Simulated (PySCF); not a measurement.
The vertical singlet excitations below were computed for one of the candidates. Method: TDDFT B3LYP/def2-SVPD, vertical, gas phase, core orbitals frozen in the response in PySCF 2.14.0, density-fitted response routines. Geometries: PBE0-D3(BJ)/def2-SVP, one conformer each. Ions are computed without counter-ions or solvent.

```
state  E (eV)  λ (nm)       f
   S1    4.58   270.6   0.013
   S2    4.74   261.7   0.010
   S3    5.09   243.6   0.139
   S4    5.79   214.2   0.083
   S5    6.00   206.6  0.0007
   S6    6.26   197.9  0.0036
```

Question: Which candidate is it? All have the formula [C6H9]+.
A. `CCC1=C[C+]1C`
B. `CC(C)[C+]1C=C1`
C. `C1[C@@H](C)[CH+]C=C1`

Answer: C. Its S1, at 4.58 eV, is the lowest among the candidates; the nearest of the others has S1 at 6.00 eV. S1 is HOMO-2→LUMO (70%), HOMO→LUMO (26%). Löwdin shares by element: HOMO carbon 70% or more (atoms not listed hold the other 30%); LUMO carbon 79% or more (atoms not listed hold the other 21%). At the same level the other candidates give, for their lowest levels:
- `CC(C)[c+]1cc1`: 6.00 eV (f 0.001); 6.01 eV (f 0.000); 6.11 eV (f 0.004); 6.30 eV (f 0.043); 6.39 eV (f 0.001); HOMO -14.03, LUMO -7.20 eV
- `CCc1c[c+]1C`: 6.46 eV (f 0.001); 6.52 eV (f 0.000); 6.72 eV (f 0.002); 6.73 eV (f 0.017); 6.87 eV (f 0.081); HOMO -14.09, LUMO -6.62 eV
